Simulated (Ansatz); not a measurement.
```yaml
crystal:
  periodic: [false, false, false]
  atoms:
    - {symbol: O, position_ang: [-1.122632, -0.059583, -0.185206]}
    - {symbol: C, position_ang: [-0.040161, 0.212723, 0.537164]}
    - {symbol: O, position_ang: [1.066919, -0.134160, -0.166379]}
    - {symbol: H, position_ang: [1.362925, 0.540521, -0.820052]}
basis:
  gaussian: {orbitals: def2-TZVP}
magnetization: {spin_polarized: true, initial_magnetization: 3}
hamiltonian: {xc: pbe0}
relax: {f_tol: 0.004, max_steps: 80}
```

```sh
$ ansatz run in.yaml --threads 1 --pin off --events-out ev --progress --plain --max-ram 2176MiB
```

Steps of the relaxation (energy above the last step; positions in Å, forces in eV/Å):

```
4
step 1, 56.5 meV
O    -1.123   -0.060   -0.185   -0.924   -0.214   -0.412
C    -0.040    0.213    0.537    1.703    0.143   -0.364
O     1.067   -0.134   -0.166   -0.429    0.155    0.307
H     1.363    0.541   -0.820   -0.350   -0.084    0.469
```

```
4
step 2, 15.9 meV
O    -1.141   -0.074   -0.171   -0.574   -0.085   -0.200
C    -0.025    0.233    0.512    0.889   -0.017   -0.199
O     1.059   -0.148   -0.182   -0.143    0.192    0.208
H     1.374    0.548   -0.794   -0.172   -0.090    0.191
```

```
4
step 3, 0.7 meV
O    -1.159   -0.076   -0.168   -0.041    0.024    0.038
C    -0.009    0.236    0.497   -0.036   -0.050   -0.049
O     1.067   -0.150   -0.179    0.042    0.001    0.058
H     1.369    0.549   -0.784    0.035    0.025   -0.046
```

```
4
step 8, 0.0 meV
O    -1.167   -0.076   -0.164    0.000    0.000    0.000
C    -0.010    0.233    0.493    0.000    0.000    0.000
O     1.070   -0.147   -0.177    0.000    0.000    0.000
H     1.374    0.550   -0.786    0.000    0.000    0.000
```

Close pairs at the end: O3–H4 0.974 Å, C2–O3 1.327 Å, O1–C2 1.366 Å.

A stationary point of unrestricted PBE0 after 8 steps, with ⟨S²⟩ = 3.758 against 3.75 for a pure state; no frequencies were run, so it isn't proven a minimum. 27 s on 1 thread of Arm Neoverse V2, shared host.
